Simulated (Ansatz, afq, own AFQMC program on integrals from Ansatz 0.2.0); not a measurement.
Integrals from Ansatz 0.2.0, then the random walk in our own AFQMC program (afq).

```yaml
crystal:
  periodic: [false, false, false]
  atoms:
    - {symbol: B, position_ang: [0.000000, 0.000000, 0.000000]}
    - {symbol: O, position_ang: [0.000000, 0.000000, 1.200581]}
basis:
  gaussian: {orbitals: aug-cc-pVDZ}
total_charge: -1
magnetization: {spin_polarized: false, initial_magnetization: 2}
correlation: {method: ccsd_t, electrons: outside_noble_gas, hamiltonian_folder: ham}
```

```sh
$ ansatz run in.yaml --threads 1 --pin off --events-out ev --progress --plain --max-ram 24576MiB --backend cuda --devices 0, --max-vram 18GiB
```

Options of the walk:

```
--method phaseless --trial cisd --walkers 4000 --populations 20 --least-time 60 --time-step 0.005 --steps-per-block 50 --equilibration-blocks 28 --max-blocks 4000 --target-error 0.00019 --factor-cut 1e-05 --start spin_pure --seed 595 --release-times 0.24,0.51,0.99,1.62,2.4 --release-step 0.03 --release-every 3 --taylor-order 6
```

Times are imaginary, in 1/Eh. The walk had a cap of 138 s. With eight or more populations the least sampling time is a fifth of least-time, and the error comes from their spread.

```
orbitals 44  electrons 6 4  factors 325 of 449
reference energy -99.48516890 Eh
CCSD correlation -0.26033909 Eh in 14 cycles, weight of the determinant in the CISD state 0.8954
energy of the start -99.745502 Eh
 block  time / (1/Eh)  mean weight  energy / Eh
     1     0.250  1.0003  -99.744605
     2     0.500  0.9996  -99.748175
     3     0.750  0.9999  -99.751068
     4     1.000  1.0001  -99.752971
     5     1.250  0.9997  -99.753625
     9     2.250  1.0002  -99.756180
    15     3.750  0.9999  -99.757057
    23     5.750  1.0001  -99.755564
    31     7.750  1.0001  -99.758606
    39     9.750  0.9997  -99.756414
    47    11.750  0.9998  -99.757240
    55    13.750  1.0002  -99.757674
    63    15.750  0.9999  -99.757724
    71    17.750  1.0003  -99.756242
    75    18.750  1.0001  -99.759849
    79    19.750  0.9999  -99.756572
    87    21.750  1.0000  -99.756660
error from the spread of 20 populations
released: time / (1/Eh)  energy / Eh  error  mean overlap
  0.24  -99.757420  0.000209  1.0003
  0.51  -99.757266  0.000182  1.0016
  0.99  -99.757760  0.000225  0.9971
  1.62  -99.757735  0.000163  0.9953
  2.40  -99.757563  0.000194  0.9963
energy -99.757185 +/- 0.000176 Eh
(rows thinned)
```

**Question.** Estimate how long the walk took on 1 × NVIDIA H100 80GB HBM3 with 2 threads of AMD EPYC 7R13 Processor (Zen 3), on a shared host (the card was shared).

**Answer.** 86 s of wall time.

The run passed its tests (sampling time, drift between the halves within three errors, error under three times the target), which doesn't prove that it has relaxed.

Against this walk (error 4.8 meV) on the same determinant: CCSD(T) 33.5 meV higher, CCSDT(Q) 8.1 meV lower (within the noise). The error is statistical and leaves out the bias of the constraint. Released to 2.40 1/Eh the energy moves by -10 ± 7 meV (both errors), within twice the noise.

Cautions: constraint bias not in the error; lower spins were not checked; at this level and basis the anion state lies above a neutral one.

CCSDT and higher add their correlation energy to the determinant of the CCSD(T) run, since their own runs factorise the integrals more tightly (a shift of under 2 meV). A walk keeps the symmetry of its determinant, which the program's search chose and which needn't be the lowest solution, so a lower state of the same spin and another symmetry isn't excluded.
